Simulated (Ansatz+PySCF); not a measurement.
singlet CO: levels of theory in one basis

```
atom   x (Å)   y (Å)    z (Å)
   C  0.0000  0.0000  -0.9669
   O  0.0000  0.0000   0.7252
```

Basis set: cc-pVDZ (spherical functions). Correlated methods keep 2 orbitals frozen. Charge 0, multiplicity 1.

Computed with Ansatz (development build ahead of 0.2.0); each method stands on the lowest determinant of its kind that the runs found. NEVPT2 correlates all electrons. Active spaces start from the frontier orbitals, and the lowest solution found is given.

| method | E − E(RHF) (eV) | <S²> of the determinant |
| --- | --- | --- |
| RHF | 0.00 | 0.00 |
| UHF | -2.00 | 1.03 |
| RHF-MP2 | -9.88 | – |
| UHF-MP2 | -8.25 | 1.03 |
| RHF-CCSD(T) | -11.06 | – |
| UHF-CCSD(T) | -10.84 | 1.03 |
| RHF-CCSDT(Q) | -11.42 | – |
| UHF-CCSDT(Q) | -11.46 | 1.03 |
| CASSCF(10,8) | -6.07 | – |
| CASSCF(2,2) | -2.15 | – |
| SC-NEVPT2(10,8) | -10.31 | – |
| SC-NEVPT2(2,2) | -9.26 | – |

(1) What does RHF-CCSD give on the same scale?

(2) Is a single determinant a sound starting point here?

Answers

(1) -9.96 eV.

(2) It is doubtful. Unrestricted orbitals lower Hartree–Fock by 2.00 eV and <S²> is 1.03 where a pure state has 0.00, a sign of strong static correlation. The CASSCF(10,8) natural occupations are 2.00, 1.97, 1.91, 1.86, 1.86, 0.15, 0.15, 0.10. The CASSCF(2,2) natural occupations are 1.58, 0.42.

Caution for RHF, RHF-MP2, RHF-CCSD, RHF-CCSD(T), RHF-CCSDT(Q): an unrestricted determinant lies well below. Caution for UHF, UHF-MP2, UHF-CCSD(T), UHF-CCSDT(Q): the unrestricted determinant is a mixture of spin states. Caution for RHF-MP2, UHF-MP2, RHF-CCSD, RHF-CCSD(T), UHF-CCSD(T), RHF-CCSDT(Q), UHF-CCSDT(Q): large share of triples, a single reference is doubtful. Caution for UHF-MP2, UHF-CCSD(T), UHF-CCSDT(Q): a plain start can end on a higher determinant. Caution for UHF-MP2, UHF-CCSD(T): another reference gives a lower total. Caution for RHF-CCSD(T), UHF-CCSD(T): the program doubts this total.
